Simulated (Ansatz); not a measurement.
Compare A (`N=C1CO1`) with its isomer B (`OC1=CN1`).

Program: Ansatz. Geometries: PBE0-D4/def2-TZVP. ΔE: electronic, gas phase. CCSD(T)/CBS adds triple-zeta CCSD(T) − MP2 to the extrapolated MP2 energy (def2 sets, frozen cores). Functionals use def2-TZVPP. Each species was taken in one conformer, which may not be the lowest.

**Question.** Which isomer does CCSD(T)/CBS put lower? Give the gap. (An estimate is asked.)

**Answer.** The calculation gave: A, by 41.0 kcal/mol.

**Question.** Give E(B) − E(A) in kcal/mol with B2PLYP, BLYP-D4, r2SCAN-D4, PBE0-D4, LDA (SPW92), CCSD(T)/def2-TZVPP, ωB97M-V. (Estimate.)

**Answer.** Computed: B2PLYP 43.0, BLYP-D4 42.6, r2SCAN-D4 44.1, PBE0-D4 42.5, LDA (SPW92) 40.4, CCSD(T)/def2-TZVPP 42.5, ωB97M-V 42.1. None reverses the order clearly.

**Question.** Does the order hold for the free energy at 298.15 K (harmonic terms from PBE0-D4)? (An estimate is asked.)

**Answer.** The calculation gave: Yes: G(B) − G(A) = +39.4 kcal/mol, for one conformer each.

Largest T1 diagnostic: 0.015.

Leaving LDA and LC-ωPBE aside and taking each functional with its dispersion term where it has one, the values, not all of them listed here, spread over 2.1 kcal/mol, from ωB97M-V to B97M-V. LDA lies −1.8 kcal/mol from PBE without D4. From BLYP to BHLYP (50 % exact exchange), in def2-TZVPP and without D4, E(B) − E(A) moves by +0.8 kcal/mol.
